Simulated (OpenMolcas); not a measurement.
**singlet [NH2]+: levels of theory compared**

Aim: a comparison of 6 runs (HF/STO-3G, HF/3-21G, BHLYP/def2-TZVPPD, TPSS/def2-TZVPPD, revPBE/def2-TZVPPD, CCSD(T)/def2-TZVPPD) of singlet [NH2]+. 

The results are computed with OpenMolcas 26.06.

1 further run of the same task is left out (set aside as unsound or not needed).

## Step 1: The structure to begin with

[NH2]+ has 3 atoms, charge +1, and is taken as a singlet. SMILES of the parent species: `[NH2]`. The shape is that of a PBE0-D4/def2-TZVP optimisation. That shape belongs to the parent species and isn't relaxed for this state.

Bond lengths: N1–H2 1.027 Å, N1–H3 1.027 Å. Angles: H2–N1–H3 103.1°.

## Step 2: A single-point energy at HF/STO-3G (run 1)

test.inp

```
* H2N Hartree-Fock

&gateway
  baslib
  $CurrDir
  coord
  3
  angstrom
  N        0.337090      -0.200010       0.166180
  H        0.130750       0.805920       0.159430
  H       -0.467840      -0.605900      -0.325600
  basis
  STO-3G
  group
  NoSym

&seward

&scf
  charge
  1
  thresholds
  1e-10 1e-07 1e-07 1e-05
  prorbitals
  1 1
```

The basis set STO-3G is read from a file made from the Basis Set Exchange's data (not shown).

Run with:

```sh
$ export MOLCAS_MEM=1860
$ pymolcas test.inp > test.log
```

Log:

```text
--- Start Module: gateway ---
[...]
--- Stop Module: gateway /rc=_RC_ALL_IS_WELL_ ---
--- Start Module: seward ---
[...]
      Basis functions            7
--- Stop Module: seward /rc=_RC_ALL_IS_WELL_ ---
--- Start Module: scf ---
[...]
       Convergence after  11 Iterations
[...]
::    Total SCF energy                                -54.4463533958
[...]
      Total spin, S                                     0.0000000000
[...]
      Total electronic charge=    8.000000
      Total            charge=    1.000000
[...]
      Dipole Moment (debye):
      Origin of the operator (angstrom)=    0.2735   -0.1623    0.1348
                   X= -2.1037E+00               Y=  1.2483E+00               Z= -1.0371E+00           Total=  2.6570E+00
      Center of Charge (angstrom)
[...]
--- Stop Module: scf /rc=_RC_ALL_IS_WELL_ ---
[...]
```

It took 1.6 s on 1 thread of Arm Neoverse V1, shared host; peak memory 0.37 GiB.

## Step 3: A single-point energy at HF/3-21G (run 2)

calc.inp

```
* H2N Hartree-Fock

&GATEWAY
  BasLib = $CurrDir
  Coord
  3
  angstrom
  N        0.337090      -0.200010       0.166180
  H        0.130750       0.805920       0.159430
  H       -0.467840      -0.605900      -0.325600
  Basis = 3-21G
  Group = NoSym

&SEWARD

&SCF
  Charge = 1
  Thresholds = 1e-10 1e-07 1e-07 1e-05
  PrOrbitals = 1 1
```

The basis set 3-21G is read from a file made from the Basis Set Exchange's data (not shown).

Run with:

```sh
$ export MOLCAS_MEM=1860
$ pymolcas calc.inp > calc.log
```

Log:

```text
--- Start Module: gateway ---
[...]
--- Stop Module: gateway /rc=_RC_ALL_IS_WELL_ ---
--- Start Module: seward ---
[...]
      Basis functions           13
--- Stop Module: seward /rc=_RC_ALL_IS_WELL_ ---
--- Start Module: scf ---
[...]
       Convergence after  12 Iterations
[...]
::    Total SCF energy                                -54.8192379179
[...]
      Total spin, S                                     0.0000000000
[...]
      Total electronic charge=    8.000000
      Total            charge=    1.000000
[...]
      Dipole Moment (debye):
      Origin of the operator (angstrom)=    0.2735   -0.1623    0.1348
                   X= -2.2785E+00               Y=  1.3519E+00               Z= -1.1232E+00           Total=  2.8777E+00
      Center of Charge (angstrom)
[...]
--- Stop Module: scf /rc=_RC_ALL_IS_WELL_ ---
[...]
```

It took 1.6 s on 1 thread of Arm Neoverse V1, shared host; peak memory 0.37 GiB.

Runs 3 to 5 aren't shown in full; the table further down has their settings and results.

## Step 4: A single-point energy at CCSD(T)/def2-TZVPPD (run 6)

calc.inp

```
&GATEWAY
 BasLib=$CurrDir
 Coord
 3
 angstrom
 N        0.337090      -0.200010       0.166180
 H        0.130750       0.805920       0.159430
 H       -0.467840      -0.605900      -0.325600
 Basis=def2-TZVPPD
 Group=NoSym

&SEWARD

&SCF
 Charge=1
 Thresholds=1e-10 1e-07 1e-07 1e-05
 PrOrbitals=0

&RASSCF
 FileOrb=$Project.ScfOrb
 Spin=1
 Nactel=0 0 0
 Inactive=4
 Ras2=0
 OutOrbitals=Canonical
 OrbListing=Nothing

&MOTRA
 JobIph
 Frozen=1

&CCSDT
 CCT
 Triples=2
 Iterations=80
 Accuracy=1e-08
 Extrapolation=5 4
```

The basis set def2-TZVPPD is read from a file made from the Basis Set Exchange's data (not shown).

Run with:

```sh
$ export MOLCAS_MEM=1860
$ pymolcas calc.inp > calc.log
```

Log:

```text
--- Start Module: gateway ---
[...]
--- Stop Module: gateway /rc=_RC_ALL_IS_WELL_ ---
[...]
      Basis functions           71
[...]
       Convergence after  13 Iterations
[...]
::    Total SCF energy                                -55.1560211938
[...]
      Total spin, S                                     0.0000000000
[...]
      Number of active orbitals                  0
[...]
      Spin quantum number                      0.0
[...]
      Active orbitals                            0
[...]
      Number of CSFs                             1
[...]
      Number of root(s) required                 1
[...]
      Convergence after  4 iterations
[...]
      Natural orbitals and occupation numbers for root  1
      ************************************************************************************************************************
      *                                                    Final results                                                     *
      ************************************************************************************************************************
[...]
::    RASSCF root number  1 Total energy:    -55.15602119
[...]
      Total electronic charge=    8.000000
      Total            charge=    1.000000
[...]
      Dipole Moment (debye):
      Origin of the operator (angstrom)=    0.2735   -0.1623    0.1348
                   X= -1.8529E+00               Y=  1.0994E+00               Z= -9.1344E-01           Total=  2.3402E+00
      Center of Charge (angstrom)
[...]
--- Start Module: motra ---
[...]
--- Stop Module: motra /rc=_RC_ALL_IS_WELL_ ---
--- Start Module: ccsdt ---
[...]
      Convergence after                    19  Iterations
      Total energy (diff) :     -55.33652292      -0.00000001
[...]
 METHOD                       : CCSD+T(CCSD)+<T3(1)WT1> = CCSD(T)
[...]
       CCSD     =       -55.3365229172812
[...]
```

Run time: 9 s. Hardware: 1 thread of Arm Neoverse V1, shared host; peak memory 0.42 GiB.

## Step 5: The series

```csv
run,level,integration grid,frozen core orbitals,energy (Eh),HOMO energy (eV),LUMO energy (eV),HOMO–LUMO gap (eV),wall time
1,HF/STO-3G,–,–,-54.446353,-25.30,-9.04,16.26,1.6 s
2,HF/3-21G,–,–,-54.819238,-25.28,-9.85,15.43,1.6 s
3,BHLYP/def2-TZVPPD,UltraFine,–,-55.412123,-22.66,-14.36,8.30,11 s
4,TPSS/def2-TZVPPD,UltraFine,–,-55.441740,-19.20,-17.86,1.34,16 s
5,revPBE/def2-TZVPPD,UltraFine,–,-55.417472,-19.02,-18.17,0.84,11 s
6,CCSD(T)/def2-TZVPPD,–,1,-55.341295,-25.55,-9.98,15.57,9 s
```

## Step 6: Outcome

| quantity | value |
| --- | --- |
| run 6: total energy | -55.34129 Eh |
| run 6: HOMO energy (Hartree–Fock orbitals) | -25.55 eV |
| run 6: LUMO energy (Hartree–Fock orbitals) | -9.98 eV |
| run 6: HOMO–LUMO gap (Hartree–Fock orbitals) | 15.57 eV |
| run 6: correlation energy (1 core orbital frozen) | -185.3 mEh |
| run 6: (T) correction | -4.77 mEh |

**Reading.** Over runs 1, 2, 3, 4, 5 the HOMO–LUMO gap runs from 0.84 eV (revPBE/def2-TZVPPD) to 16.26 eV (HF/STO-3G). The two ends differ in method and basis. Totals of different functionals can't be ranked against each other. In run 1 the basis is minimal, so the values are rough. All runs together took 50 s, the longest 16 s.
